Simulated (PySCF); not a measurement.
# NP: the cost of one run

The runs use PySCF 2.14.0; each script names its method and basis.

1 further run of the same task is left out (it didn't finish).

### 1 The system as given

PN: 2 atoms, charge 0, spin multiplicity 1.

Bond lengths: P1–N2 1.780 Å.

### 2 The run that the others are compared with

Input file input.py:

```python
from pyscf import gto, scf
from pyscf.hessian import thermo

mol = gto.M(
    atom='P 0 0 0; N 0 0 1.78',
    basis='6-31+g*',
    charge=0,
    spin=0,
    verbose=4,
)
mf = scf.RHF(mol)
mf.kernel()
hess = mf.Hessian().kernel()
print('wavenumber (cm^-1) =', thermo.harmonic_analysis(mol, hess)['freq_wavenumber'].round(1))
mf.dip_moment()
print('orbital energies (hartree):', mf.mo_energy[..., max(0, mol.nelec[1]-3):mol.nelec[0]+3].round(4))
```

Run with:

```bash
$ OMP_NUM_THREADS=1 python input.py
```

What time and memory should one allow on 1 thread of Arm Neoverse V1, shared host?

About 4.7 s, with a peak of 0.12 GiB.
